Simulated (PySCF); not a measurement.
The isolated species `N#C[C-](F)C#N` is ionised with synchrotron light (hν = 2600.0 eV). Calculated photoelectron kinetic energies of its computed core levels, recoil neglected:

```tsv
line	kinetic energy (eV)
1	2313.05
2	2312.17
3	2200.63
4	1911.96
```

Computed with PySCF 2.14.0, delta-SCF UKS SCAN, pcX-2 on the ionised atom, pcseg-1 elsewhere, spin-free X2C.

Problem. Which element, shell and site does each line come from? Numbering: `[N:1]#[C:2][C-:3]([F:4])[C:5]#[N:6]`.

Solution. Against the vacuum level, binding energy = hν − kinetic energy.

```csv
line,binding energy (eV),level,atoms,environment
1,286.95,C 1s,C2/C5,carbon bonded to C and N
2,287.83,C 1s,C3,carbon bonded to 2 C and F
3,399.37,N 1s,N1/N6,nitrogen bonded to C
4,688.04,F 1s,F4,fluorine bonded to C
```

Problem. Where does line 2 move with hν = 800.0 eV?

Solution. To 800.0 − 287.83 = 512.17 eV; every photoline shifts by the change in photon energy, -1800.0 eV.

Lowest listed C 1s: C2/C5, bonded to N (triple bond) and C. Highest, 0.88 eV above it: C3, bonded to F and 2 C. Summing the Pauling electronegativity differences to the bonded atoms, each weighted by its formal bond order, gives +1.47 for the lowest site and +1.43 for the highest; the largest sum, +1.47, belongs to C2/C5, 0.88 eV below the top. The smallest sum, +1.43, belongs to C3, 0.88 eV above the lowest.

Problem. Give the binding energy of N 1s of N1/N6 in hartree and in kJ/mol.

Solution. 399.37 eV = 14.6766 Eh = 38533 kJ/mol.

Other core shells, valence and Auger electrons aren't listed. Atoms equivalent by their bonding share one computed value, that of the first of them. The species carries charge -1, so core ionisation leaves a neutral species. The basis sets have no added diffuse functions. Isolated species at its PBE0-D3(BJ)/def2-SVP geometry, gas phase. The geometry's basis has no diffuse functions, a weakness for an anion.
